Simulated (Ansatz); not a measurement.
B₂Cl. Charge 0, multiplicity 2. Geometry r2SCAN-D4/def2-TZVP; atoms count from 1.

```xyz
3

B    -0.430    1.205   -0.922
B     0.002    0.101    0.049
Cl    0.428   -1.306    0.873
```

The charge 0 doublet is spin-contaminated (final ⟨S²⟩ up to 1.73, 0.75 for a pure state). At PBE0-D4/def2-TZVP a quartet of charge 0 lies 0.59 eV below the doublet, each at its own geometry. The structure comes from a short search, and lower isomers may exist.

Problem. Estimate the Mulliken populations from the PBE0/def2-TZVP orbitals of Ansatz.

Solution. 
```csv
atom,charge (e),spin (α − β)
B1,-0.05,0.93
B2,0.06,0.06
Cl3,-0.01,0.00
```
Mulliken values depend strongly on the basis.

Problem. Where does the spin sit?

Solution. Summed by element: B 1.00, Cl 0.00, of 1 unpaired in all. Largest on single atoms: B1 0.93, B2 0.06, Cl3 0.00.

Problem. And the Mayer bond orders between heavy atoms (over 0.3)?

Solution. B1–B2 1.85 (1.53 Å); B2–Cl3 1.44 (1.69 Å).
